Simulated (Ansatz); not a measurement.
Geometry optimisation, RKS PBE/def2-SVP (Ansatz).

Input file:

```yaml
crystal:
  periodic: [false, false, false]
  atoms:
    - { symbol: B, position_ang: [0.004405, 0.457936, -0.364155] }
    - { symbol: F, position_ang: [0.070056, -0.014173, 2.104466] }
    - { symbol: C, position_ang: [1.417942, 0.019559, -0.842518] }
    - { symbol: H, position_ang: [1.556516, -1.075943, -0.931957] }
    - { symbol: H, position_ang: [1.465259, 0.417109, -1.888734] }
    - { symbol: H, position_ang: [2.271035, 0.475151, -0.303358] }
    - { symbol: H, position_ang: [-0.99429, -0.183109, -0.628086] }
    - { symbol: H, position_ang: [-0.152852, 1.554327, 0.116157] }
    - { symbol: H, position_ang: [-0.044071, 0.874543, 1.841585] }
basis:
  gaussian: { orbitals: def2-SVP }
hamiltonian:
  xc: pbe
relax:
  f_tol: 0.03
  max_steps: 50
output:
  orbitals: {}
```

Launched with:

```bash
$ ansatz run input.yaml --threads 1 --pin off --max-ram 2048MiB --backend cpu --events-out ev --progress --plain --runs-dir out
```

Q: Where does it end, and by what steps?

A: The forces met the threshold. After 6 steps the energy has fallen by 0.071 eV; F2 moved furthest, 0.31 Å.

```
step  energy less start (eV)  largest force component (eV/Å)  accepted
   0                  0.0000                           0.507       yes
   1                 -0.0354                           0.381       yes
   2                 -0.0541                           0.184       yes
   3                 -0.0616                           0.121       yes
   4                 -0.0677                           0.252       yes
   5                 -0.0698                           0.073       yes
   6                 -0.0706                           0.022       yes
```

```xyz
9
Properties=species:S:1:pos:R:3
B 0.019 0.430 -0.223
F 0.092 -0.053 1.795
C 1.414 0.025 -0.800
H 1.565 -1.071 -0.870
H 1.415 0.401 -1.852
H 2.286 0.489 -0.298
H -1.002 -0.162 -0.515
H -0.136 1.588 0.203
H -0.060 0.881 1.664
```

Whether the end is a true minimum wasn't checked by a vibrational analysis.

The run took 15 s on 1 thread of Arm Neoverse V1, on a shared host, peak memory 0.13 GiB.
